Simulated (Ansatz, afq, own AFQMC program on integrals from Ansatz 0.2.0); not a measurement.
Two steps: Ansatz 0.2.0 writes the Fock matrix and Cholesky factors of the valence space, and afq projects on them the lowest state that overlaps trial and start.

```yaml
crystal:
  periodic: [false, false, false]
  atoms:
    - {symbol: B, position_ang: [0.000000, 0.000000, 0.000000]}
    - {symbol: Al, position_ang: [0.000000, 0.000000, 6.969000]}
basis:
  gaussian: {orbitals: cc-pVDZ}
magnetization: {spin_polarized: true, initial_magnetization: 2}
correlation: {method: ccsd_t, electrons: outside_noble_gas, hamiltonian_folder: ham}
```

```sh
$ ansatz run in.yaml --threads 1 --pin off --events-out ev --progress --plain --max-ram 16896MiB --backend cuda --devices 0, --max-vram 18GiB
```

afq runs on the folder ham with

```
--method phaseless --trial cid --walkers 40 --populations 1 --least-time 40 --time-step 0.1 --steps-per-block 5 --equilibration-blocks 10 --max-blocks 100 --target-error 0.00116 --factor-cut 1e-05 --start determinant --seed 6793 --taylor-order 4
```

Times are imaginary, in 1/Eh. The walk had a cap of 60 s.

```
orbitals 26  electrons 4 2  factors 139 of 315
reference energy -266.40358842 Eh
CCSD correlation -0.10572881 Eh in 14 cycles, weight of the determinant in the CISD state 0.8757
energy of the start -266.509333 Eh
 block  time / (1/Eh)  mean weight  energy / Eh
     1     0.500  0.9942  -266.507901
     2     1.000  1.0027  -266.508545
     3     1.500  0.9935  -266.509333
     4     2.000  1.0141  -266.509097
     5     2.500  0.9934  -266.509307
     8     4.000  0.9737  -266.509324
    11     5.500  0.9887  -266.510823
    17     8.500  0.9659  -266.511450
    23    11.500  0.9838  -266.510766
    29    14.500  0.9947  -266.509879
    35    17.500  0.9659  -266.508601
    41    20.500  0.9568  -266.509890
    47    23.500  0.9873  -266.512175
    53    26.500  0.9977  -266.510697
    59    29.500  0.9536  -266.509991
    65    32.500  0.9771  -266.509929
    69    34.500  0.9681  -266.507167
    71    35.500  0.9924  -266.511057
    77    38.500  0.9809  -266.512304
    81    40.500  1.0233  -266.521486
    83    41.500  1.0222  -266.512292
    89    44.500  1.0034  -266.509040
blocks merged  error / Eh  count
     1  0.000298  80
     2  0.000362  40
     4  0.000456  20
     8  0.000531  10
energy -266.511129 +/- 0.000456 Eh
(rows thinned)
```

The run failed at least one of its tests; the cautions name the faults. The second half of the sampling lies below the first by 2.5 errors of their difference, so the energy may still be moving and its error bar be too small.

Against this walk (error 12.4 meV) on the same determinant: CCSD(T) 8.8 meV higher (within the noise), CCSDT(Q) 11.0 meV lower (within the noise), CCSDTQ 11.7 meV lower (within the noise), full CI 12.5 meV lower (within the noise), a separate phaseless walk with a CISD trial and standard settings 4.4 ± 12.6 meV higher (within the noise). The error is statistical and leaves out the bias of the constraint.

A setting was made bad on purpose (time step too long), so the walk's energy isn't to be trusted. Here it did no visible harm: the energy meets the surest value within the noise.

Cautions: constraint bias not in the error; error not settled; lower spins were not checked; the time-step error isn't removed.

CCSDT and higher add their correlation energy to the determinant of the CCSD(T) run, since their own runs factorise the integrals more tightly (a shift of under 2 meV). A walk keeps the symmetry of its determinant, which the program's search chose and which needn't be the lowest solution, so a lower state of the same spin and another symmetry isn't excluded.
